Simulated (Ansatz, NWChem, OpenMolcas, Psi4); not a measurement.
**Strength of the Mg–H bond: MgH → Mg + H**

Species: MgH, doublet; Mg atom, singlet; H atom, doublet. 

Shapes, held fixed at every level: PBE0-D4/def2-TZVP. Programs: Ansatz 0.2.0, NWChem 7.3.0, OpenMolcas 26.06, Psi4 1.11. A level may come from different programs for different species; with the same settings they agree closely. The zero-point and thermal change to 298 K, harmonic and unscaled (PBE0-D4/def2-TZVP), is -5.1 kJ/mol.

(1) Estimate ΔH(298 K) of this reaction.

Results:

(1) The highest level, CCSD/def2-TZVPP, gives ΔH(298 K) = +123.7 kJ/mol; the levels span +123.7 to +157.9. A fragment pairs its electrons up again, so this isn't a typical strength of such a bond. The column of differences is taken from that level and isn't an error. No measured value is set beside it here. Open shells run unrestricted unless RO is named. Correlated rows may include outer-core shells of Mg, which these sets cover unevenly.

```
             level                    kind  ΔH(298 K) (kJ/mol)  less CCSD/def2-TZVPP
     SVWN5/cc-pVTZ                     LDA              +147.7                 +24.0
      BLYP/cc-pVTZ                     GGA              +129.7                  +6.0
    revPBE/cc-pVTZ                     GGA              +131.4                  +7.7
     M06-L/cc-pVTZ                meta-GGA              +132.8                  +9.1
      TPSS/cc-pVTZ                meta-GGA              +157.9                 +34.2
     B3LYP/cc-pVTZ           global hybrid              +133.6                  +9.9
wB97X-V/def2-TZVPP  range-separated hybrid              +135.3                 +11.6
   CCSD/def2-TZVPP   coupled cluster or CI              +123.7                   0.0
```
